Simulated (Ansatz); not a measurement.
# AlNH+ (singlet): from Hartree-Fock to the top rungs, cc-pVTZ

The task here is to estimate one member of a computed series from the others.

Computed with Ansatz 0.2.0, Gaussian basis. Level: cc-pVTZ, core rule «outside noble gas», up to 6 orbitals frozen.

The runs, in order: UHF; CCSD(T) on RHF; CCSD(T) on UHF; BCCD(T) on RHF; CCSDT(Q) on RHF; CCSDT(Q) on UHF.

15 further runs of the same task are left out: 10 for a known fault of the program, 5 set aside as unsound or not needed.

## What is computed

The geometry is a PBE0/def2-TZVP stationary point (not a proven minimum) of the parent state, kept for this charge and spin.

3 atoms, charge 1, spin multiplicity 1.

Atoms are counted from 1 here; the program's logs count them from 0.

Bond lengths: Al1–N2 1.733 Å, Al1–H3 1.580 Å. Angles: N2–Al1–H3 180.0°.

Geometry (Å):

```xyz
3
charge 1, multiplicity 1
Al    0.00000    0.00000    0.05083
N     0.00000    0.00000   -1.68176
H     0.00000    0.00000    1.63093
```

The first run:

in.yaml

```yaml
crystal:
  periodic: [false, false, false]
  atoms:
    - {symbol: Al, position_ang: [0.000000, 0.000000, 0.050833]}
    - {symbol: N, position_ang: [0.000000, 0.000000, -1.681761]}
    - {symbol: H, position_ang: [0.000000, 0.000000, 1.630928]}
basis:
  gaussian: {orbitals: cc-pVTZ}
total_charge: 1
magnetization: {spin_polarized: true, initial_magnetization: 0}
hamiltonian: {xc: hf}
output: {orbitals: {seedname: orbitals}}
```

Command:

```
ansatz run in.yaml --threads 1 --pin off --events-out ev --progress --plain --max-ram 2816MiB --backend cpu
```

Steps of the session up to this table: UHF; CCSD(T) on RHF; CCSD(T) on UHF; BCCD(T) on RHF; CCSDT(Q) on RHF; CCSDT(Q) on UHF.

One of the session's tables, all rows but one given; the rest of the session is left out.

It belongs to the step «Misses and costs». 

```
   method  from RCCSDT(Q) (meV)
      RHF               +6838.4
      UHF               +4991.2
     RMP2                     ?
     UMP2                +264.4
    RCCSD                +559.6
    UCCSD                -633.9
 RCCSD(T)                +294.0
 UCCSD(T)                -916.5
  BCCD(T)                +293.8
   RCCSDT                 +81.6
   UCCSDT               -1299.6
RCCSDT(Q)                     0
UCCSDT(Q)               -1396.7
```

Q: Estimate the row for RMP2 from the others.

The run gave: from RCCSDT(Q) (meV): +1519.5. In the column «from RCCSDT(Q) (meV)» it lies between RCCSD (+559.6) and UHF (+4991.2).

The program flags UCCSD(T), RCCSDT(Q), UCCSDT(Q) as in doubt (see the logs), so the zero of the table is itself unsure.

Caveats from the session: The determinant is far from a pure spin state, so its energy mixes those of several spin states (harmless only where they are near-degenerate, as at dissociation). The report flags that the cluster equations may have other roots. The program flags UCCSD(T), RCCSDT(Q), UCCSDT(Q) as in doubt, so the zero of the table is itself unsure. Warnings: restricted reference is unstable; spin contamination. Restricted and unrestricted rows rest on different reference determinants; where their highest levels disagree by more than a few hundredths of an eV, they describe different states and don't form one ladder.
